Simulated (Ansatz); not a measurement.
**PNH2+ (quartet): wave-function methods side by side, cc-pVDZ**

One table from this session's results is given with a row withheld; the runs are named, their logs left out.

Computed with Ansatz 0.2.0, Gaussian basis. Level: cc-pVDZ, core rule «outside noble gas», up to 6 orbitals frozen.

To be run: UHF; CCSD(T) on ROHF; CCSD(T) on UHF; BCCD(T) on ROHF; CISD; CCSDT(Q) on ROHF; CCSDT(Q) on UHF; CASSCF and MRCISD+Q, 11 electrons in 10 orbitals; CASSCF and NEVPT2, 11 electrons in 10 orbitals.

25 further runs of the same task are left out: 1 for a mislabelled method, 8 that didn't finish, 16 set aside as unsound or not needed.

### The system

The geometry is a PBE0/def2-TZVP stationary point (not a proven minimum) of the parent state, kept for this charge and spin.

4 atoms, charge 1, spin multiplicity 4.

Atoms are counted from 1 here; the program's logs count them from 0.

Bond lengths: N1–P2 1.682 Å, N1–H3 1.006 Å, N1–H4 1.006 Å. Angles: P2–N1–H3 122.7°, P2–N1–H4 122.7°, H3–N1–H4 114.7°.

The first run:

in.yaml reads:

```yaml
crystal:
  periodic: [false, false, false]
  atoms:
    - {symbol: N, position_ang: [0.000000, 0.000000, 1.085170]}
    - {symbol: P, position_ang: [0.000000, 0.000000, -0.596692]}
    - {symbol: H, position_ang: [0.000000, 0.847233, 1.628141]}
    - {symbol: H, position_ang: [0.000000, -0.847233, 1.628141]}
basis:
  gaussian: {orbitals: cc-pVDZ}
total_charge: 1
magnetization: {spin_polarized: true, initial_magnetization: 3}
hamiltonian: {xc: hf}
output: {orbitals: {seedname: orbitals}}
```

Started as:

```sh
$ ansatz run in.yaml --threads 1 --pin off --events-out ev --progress --plain --max-ram 2393MiB
```

Steps of the session up to this table: UHF; CCSD(T) on ROHF; CCSD(T) on UHF; BCCD(T) on ROHF; CISD; CCSDT(Q) on ROHF; CCSDT(Q) on UHF; CASSCF and MRCISD+Q, 11 electrons in 10 orbitals; CASSCF and NEVPT2, 11 electrons in 10 orbitals.

One table of the session follows, with a row left open; its other results are not shown here.

```
          method  from UCCSDT(Q) (kJ/mol)
            ROHF                   +657.1
             UHF                   +626.9
            RMP2                   +103.9
            UMP2                   +107.4
            CISD                    +56.2
           RCCSD                    +15.6
           UCCSD                    +15.2
        RCCSD(T)                     +2.9
        UCCSD(T)                     +2.8
         BCCD(T)                     +2.9
          RCCSDT                     +0.9
          UCCSDT                        ?
       RCCSDT(Q)                     +0.1
       UCCSDT(Q)                        0
  CASSCF valence                   +465.5
  NEVPT2 valence                   +105.7
  MRCISD valence                    +31.5
MRCISD+Q valence                     +0.9
```

Q: Estimate the row for UCCSDT from the others.

The run gave: from UCCSDT(Q) (kJ/mol): +0.8. In the column «from UCCSDT(Q) (kJ/mol)» it lies between RCCSDT(Q) (+0.1) and RCCSDT (+0.9).

Limits of these values: Restricted and unrestricted rows rest on different reference determinants; where their highest levels disagree by more than a few hundredths of an eV, they describe different states and don't form one ladder.
